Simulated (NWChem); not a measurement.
propyne (C3H4); SMILES CC#C

```xyz
7

C     -0.0003    -1.2328    -0.0018
C     -0.0015     0.2208     0.0000
C     -0.0025     1.4316    -0.0017
H     -0.7544    -1.6272    -0.7005
H     -0.2267    -1.6315     0.9992
H      0.9812    -1.6272    -0.3074
H     -0.0051     2.5056    -0.0054
```
Atoms are numbered in this order, from 1.

The geometry was optimised at PBE0/def2-SVP.

Task: List the 4 lowest vertical singlet excitations from Hartree-Fock/6-31G* (spherical d), CIS (NWChem).

Result: 
| state | energy (eV) | oscillator strength | leading excitation (squared amplitude) |
|---|---|---|---|
| S1 | 6.54 | 0.000 | HOMO → LUMO (0.40) |
| S2 | 6.93 | 0.001 | HOMO → LUMO+1 (0.37) |
| S3 | 6.93 | 0.001 | HOMO−1 → LUMO+1 (0.37) |
| S4 | 10.64 | 0.007 | HOMO → LUMO+3 (0.73) |
